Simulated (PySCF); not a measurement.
NO, SMILES [N]=O (connectivity only; charge and spin as stated), charge +1, multiplicity 1. Geometry: PBE-D3(BJ)/def2-TZVPD.

PySCF 2.14.0 with TDA-M06-2X/def2-TZVPD puts the lowest singlet excitations at 9.38, 9.75, 9.75, 10.99, 10.99, 16.42 eV and the lowest triplet (TDA) at 7.63 eV.

Task: What are the lowest singlet roots from PySCF with EOM-CCSD/aug-cc-pVDZ? (An estimate is asked for; the answer gives what the named calculation found.)

Result: 10.16, 10.16, 11.08, 11.47, 11.47, 15.55 eV; triplets 8.05, 8.05, 8.39 eV. S1 differs by 0.78 eV (second minus first; roots are paired by order, and the bases may differ).
